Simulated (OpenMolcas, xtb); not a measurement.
**CH4BN (SMILES B1CN1): methods side by side**

CH4BN has 7 atoms, charge 0, and is taken as a singlet. SMILES: `B1CN1`. Geometry: relaxed at GFN2-xTB.

Quantity: the vertical energy of the triplet above the singlet, in eV. The values are calculated.

```json
{"level": "GFN2-xTB", "kind": "semi-empirical", "program": "xtb", "value (eV)": "6.07", "CPU time (all runs)": "under 2 s"}
{"level": "GFN0-xTB", "kind": "semi-empirical", "program": "xtb", "value (eV)": "5.94", "CPU time (all runs)": "under 2 s"}
{"level": "GFN1-xTB", "kind": "semi-empirical", "program": "xtb", "value (eV)": "6.14", "CPU time (all runs)": "under 2 s"}
{"level": "HF/def2-TZVP", "kind": "Hartree–Fock", "program": "OpenMolcas", "value (eV)": "4.74", "CPU time (all runs)": "51 s"}
{"level": "SVWN5/def2-TZVP", "kind": "LDA", "program": "OpenMolcas", "value (eV)": "5.46", "CPU time (all runs)": "2.7 min"}
{"level": "BLYP/def2-TZVP", "kind": "GGA", "program": "OpenMolcas", "value (eV)": "5.36", "CPU time (all runs)": "3.1 min"}
{"level": "PBE/def2-TZVP", "kind": "GGA", "program": "OpenMolcas", "value (eV)": "5.27", "CPU time (all runs)": "3.1 min"}
{"level": "revPBE/def2-TZVP", "kind": "GGA", "program": "OpenMolcas", "value (eV)": "5.25", "CPU time (all runs)": "2.9 min"}
{"level": "TPSS/def2-TZVP", "kind": "meta-GGA", "program": "OpenMolcas", "value (eV)": "5.26", "CPU time (all runs)": "4.4 min"}
```

The values span 4.74 to 6.14 eV. The xTB rows lack spin polarisation, so open shells miss the exchange term that lowers them. A triplet this far above the singlet is often a Rydberg-like or dissociative state; sets without diffuse functions put Rydberg states too high. Times are those of the runs behind each value, whatever else they computed, on shared processors of several kinds: orders of magnitude only.
